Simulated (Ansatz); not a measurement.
# Two Ansatz runs on Rh

The structure comes from a relaxation in the same program, started in the fcc type, and has space group Fm-3m. Whether it is a known phase or the ground state wasn't checked.

First run: DFT, PBE, all-electron PAW with datasets made for the crystal, scalar-relativistic (Ansatz 0.2.0).

Command: `ansatz run input.yaml --threads 1 --pin off --max-ram 2048MiB --backend cpu --events-out ev --progress --plain --runs-dir out` The run took 5.7 s on 1 thread of Intel(R) Xeon(R) 6975P-C (Granite Rapids) (shared host), peak memory 0.44 GiB.

```yaml
crystal:
  lattice:
    - [0.0, 1.9152881739, 1.9152881739]
    - [1.9152881739, 0.0, 1.9152881739]
    - [1.9152881739, 1.9152881739, 0.0]
  atoms:
    - { symbol: Rh, position: [0.0, 0.0, 0.0] }
kpoints:
  mp_grid: { grid: [16, 16, 16] }
  band_path:
    path:
      - [0.0, 0.0, 0.0]
      - [0.5, 0.0, 0.5]
      - [0.625, 0.25, 0.625]
      - [0.375, 0.375, 0.75]
      - [0.0, 0.0, 0.0]
      - [0.5, 0.5, 0.5]
      - [0.5, 0.25, 0.75]
      - [0.5, 0.0, 0.5]
    npoints: 8
scf:
  occupations: { method: fermi_dirac, width: 0.05 }
hamiltonian:
  xc: pbe
  pseudopotentials: { kind: all_electron, datasets: crystal }
output:
  forces: true
  stress: true
  eigenvalues: true
  efg: { contact_densities: true }
```

Result: converged; pressure -0.04 GPa; 8 SCF iterations.

Spin polarisation is left out, and whether a magnetic state lies lower isn't shown here.

The input is then changed:

```diff
@@ -21,6 +21,7 @@
 scf:
   occupations: { method: fermi_dirac, width: 0.05 }
+  algorithm: density_mixing
 hamiltonian:
-  xc: pbe
+  xc: lda
   pseudopotentials: { kind: all_electron, datasets: crystal }
 output:
```

(1) What does the second run give?

Answers

(1) It converged; pressure -16.41 GPa; 8 SCF iterations.
